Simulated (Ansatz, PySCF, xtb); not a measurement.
Complex: HCl (SMILES Cl) (first 2 atoms) with H2S (SMILES S); geometry from NCB31 set.
(charge 0, multiplicity 1):
```csv
atom,x (Å),y (Å),z (Å)
Cl,-1.9116,0.0000,0.0035
H,-0.6273,-0.0001,-0.1041
S,1.8425,0.0000,-0.1015
H,1.8228,-0.9618,0.8347
H,1.8219,0.9619,0.8346
```

Counterpoise-corrected where a basis set is named; no monomer relaxation. Rows marked so take none.

Frozen-core correlation. CBS(a, b) extrapolates the correlation energy as X⁻³ and adds the Hartree–Fock energy of set b. Rows in 3-21G carry no dispersion term and start afresh at each structure.

Codes used: Ansatz (Gaussian basis) for Hartree–Fock, density functionals and correlated methods; PySCF for 3-21G rows, the dispersion terms; xtb for the GFN methods. Each number belongs to the level named beside it.

The comparison value is -148.2 meV (CCSD(T)/CBS(aug-cc-pV(T+d)Z, aug-cc-pV(Q+d)Z)). It is a level with limits of its own, not the exact answer.

Task: Order these levels by how close they come to the comparison value for the interaction energy, closest first: HF/3-21G (no counterpoise), r2SCAN-D4/def2-TZVPPD, PBE0/def2-TZVPPD, revPBE-D3(BJ)/def2-TZVPPD, GFN1-xTB. Give each level's value less the comparison value.

Result: PBE0/def2-TZVPPD (-5.7 meV), HF/3-21G (no counterpoise) (19.2 meV), r2SCAN-D4/def2-TZVPPD (-25.8 meV), revPBE-D3(BJ)/def2-TZVPPD (-35.6 meV), GFN1-xTB (-68.4 meV)

Ansatz is a quantum-chemistry and plane-wave program.
